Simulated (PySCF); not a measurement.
SiCl2H2.
Geometry (PBE0-D3(BJ)/def2-SVP, Å), atoms numbered from 1 in this order:
```xyz
5
Cl2H2Si angstrom
Si    -0.1170    0.0007   -0.0807
Cl    -0.1097   -0.0208    1.9745
Cl     1.8120    0.0117   -0.7870
H     -0.7954    1.2369   -0.5404
H     -0.7899   -1.2285   -0.5663
```

Method: TDDFT CAM-B3LYP/def2-SVPD, vertical, gas phase, core orbitals frozen in the response in PySCF.

Transition dipole moments from the ground state, in atomic units and in the frame of the coordinates above (overall signs are arbitrary), for the states with f of 0.002 or more among the lowest 9:

```json
{"state": "S1", "E (eV)": "7.541", "μx": "-0.001", "μy": "0.293", "μz": "0.003"}
{"state": "S3", "E (eV)": "8.000", "μx": "-0.231", "μy": "-0.004", "μz": "0.320"}
{"state": "S5", "E (eV)": "8.277", "μx": "0.411", "μy": "-0.002", "μz": "0.295"}
{"state": "S6", "E (eV)": "8.454", "μx": "0.133", "μy": "0.001", "μz": "0.097"}
{"state": "S7", "E (eV)": "8.461", "μx": "0.002", "μy": "-0.222", "μz": "-0.002"}
{"state": "S8", "E (eV)": "8.594", "μx": "0.001", "μy": "-0.402", "μz": "-0.004"}
{"state": "S9", "E (eV)": "8.862", "μx": "0.063", "μy": "0.001", "μz": "-0.091"}
```

(1) What oscillator strength does each state have?

(2) The point group is C2v. Which irreducible representation does each state belong to?

(3) What angle do the transition dipoles of S1 and S7 make?

(4) How is the summed strength of these states shared among x, y and z?

Answers

(1) f = (2/3) ΔE |μ|² with ΔE in hartree (27.2114 eV).

| state | \|μ\|² (au) | \|μ\| (D) | f |
| --- | --- | --- | --- |
| S1 | 0.086 | 0.74 | 0.016 |
| S3 | 0.155 | 1.00 | 0.030 |
| S5 | 0.256 | 1.29 | 0.052 |
| S6 | 0.027 | 0.42 | 0.006 |
| S7 | 0.049 | 0.57 | 0.010 |
| S8 | 0.161 | 1.02 | 0.034 |
| S9 | 0.012 | 0.28 | 0.003 |

(2) Polarised along the twofold axis, so A1: S5 and S6. Polarised across the twofold axis, so B1 or B2: S1, S3, S7, S8 and S9. Which of B1 and B2 hangs on the choice of axes; S1, S7 and S8 take one label and S3 and S9 the other.

(3) |cos θ| = |μa·μb| / (|μa| |μb|) = 1.00, so θ ≈ 0° (taken between 0 and 90°, since the signs are arbitrary).

(4) (2/3) Σ ΔE μα² gives 0.049 for x, 0.060 for y and 0.041 for z, 0.151 in all.

All these states lie below the vertical ionisation energy of 11.61 eV (ΔSCF).

Time: 19 s of wall time. Hardware: an Arm Neoverse V1 with one thread (shared host).
